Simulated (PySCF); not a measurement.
## Bond length, frequency and bond energy of SiCl⁻ by level of theory

State: ³Σ⁻ (triplet), unpaired electrons π ↑↑. Set-up: PySCF, no relativity, basis sets Si def2-TZVPPD, Cl def2-TZVPPD. De refers to Si + Cl⁻ in their high-spin ground configurations, without counterpoise correction. The functionals are run spin-unrestricted. A positive dipole points towards Cl; it is taken about the centre of mass and depends on that origin.

| Level | Re (Å) | ωe (cm⁻¹) | De (eV) | μ (D) | CPU s a point (SCF and correlation, without the integrals) |
| --- | --- | --- | --- | --- | --- |
| UHF | 2.289 | 333 | n/a | 2.10 | 1.9 |
| UHF-MP2 | 2.254 | 360 | 1.92 | n/a | 3.2 |
| UHF-SCS-MP2 | 2.267 | 349 | 1.80 | n/a | n/a |
| UHF-CCSD | 2.263 | 354 | n/a | n/a | n/a |
| UHF-CCSD(T) | 2.264 | 355 | 1.91 | n/a | 92 |
| PBE | 2.262 | 352 | 2.15 | 2.54 | 1.9 |
| revPBE | 2.277 | 343 | 2.00 | 2.50 | 1.2 |
| r²SCAN | 2.244 | 364 | 2.19 | 2.68 | 2.8 |
| M06-L | 2.230 | 368 | 2.15 | 2.79 | 2.7 |
| TPSSh | 2.256 | 357 | 2.11 | 2.52 | 4 |
| PBE0 | 2.242 | 367 | 2.12 | 2.54 | 3.9 |
| r²SCAN0 | 2.234 | 372 | 2.15 | 2.61 | 4.1 |
| HSE06 | 2.246 | 363 | 2.11 | 2.52 | 3.7 |
| B2PLYP | 2.266 | 347 | 1.88 | 2.26 | 3.4 |

The bond length runs from 2.230 Å (M06-L) to 2.289 Å (UHF). De spans 1.80 eV (UHF-SCS-MP2, perturbation theory) to 2.19 eV (r²SCAN, meta-GGA).

Correlated steps freeze 10 core orbitals. For an ion De counts to the pair picked by the measured ionisation energies or electron affinities, which need not be the lowest pair at this level. The highest Kohn–Sham level is positive in this anion. Much of that is self-interaction error, but it also means that the finite basis helps to hold the extra electron. B2PLYP dipoles, levels and charges come from its SCF part alone. The state was picked by a PBE0 search and need not be the measured ground state.

The whole job (state search and all levels along the bond) took about 12 min on 2 threads of Arm Neoverse V1 (shared host), peak memory 4.2 GiB.
